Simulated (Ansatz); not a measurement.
Reaction (atomization): `FC1(F)C=CO1` → 3 C• + 2 F• + 2 H• + O•

Computed with Ansatz on PBE0-D4/def2-TZVP structures; ΔE is electronic, products minus reactants. CCSD(T)/CBS is the MP2 limit (def2-TZVPP, def2-QZVPP) plus CCSD(T) − MP2 in def2-TZVPP, frozen cores. This one scheme is used for every species, atoms too. DFT in def2-TZVPP. B3LYP here is the variant with VWN-RPA as its local correlation; programs differ in this. No spin–orbit coupling; open shells (•) take unrestricted orbitals. Spin–orbit coupling would lower the free atoms: a little for C, F, O.

`FC1(F)C=CO1`:

```xyz
8

F    -0.191   -1.804   -0.722
C    -0.026   -0.832    0.169
F     0.292   -1.402    1.326
C     0.724    0.406   -0.250
C    -0.439    1.027   -0.098
O    -1.227   -0.046    0.299
H     1.734    0.636   -0.534
H    -0.867    2.015   -0.190
```

What is ΔE at CCSD(T)/CBS? (An estimate is asked.)

Computed: +3464.5 kJ/mol.

What do these levels give: PBE-D4, B3LYP-D4, ωB97X-V, B3LYP, MP2/def2-QZVPP, SCS-MP2/def2-QZVPP? (Best estimate.)

Computed: PBE-D4 3659.4, B3LYP-D4 3449.7, ωB97X-V 3485.0, B3LYP 3427.5, MP2/def2-QZVPP 3573.3, SCS-MP2/def2-QZVPP 3494.3 kJ/mol.

Largest T1 diagnostic among the species: 0.013.

From PBE to PBE0 (25 % exact exchange), in def2-TZVPP and without D4, ΔE moves by −138.8 kJ/mol: exact exchange takes away binding that semilocal exchange gives to molecules. The D4 term adds +22.2 kJ/mol with B3LYP and +11.4 kJ/mol with PBE0; it sums over pairs of atoms, weighted by their polarisabilities, and B3LYP, whose exchange is more repulsive, gets the larger term.

For atomizations the MP2-based limit and the directly extrapolated one differ by several kJ/mol either way, and by 10 to 25 for some Ge, Se and Sn compounds, so smaller differences from it don't rank the levels.
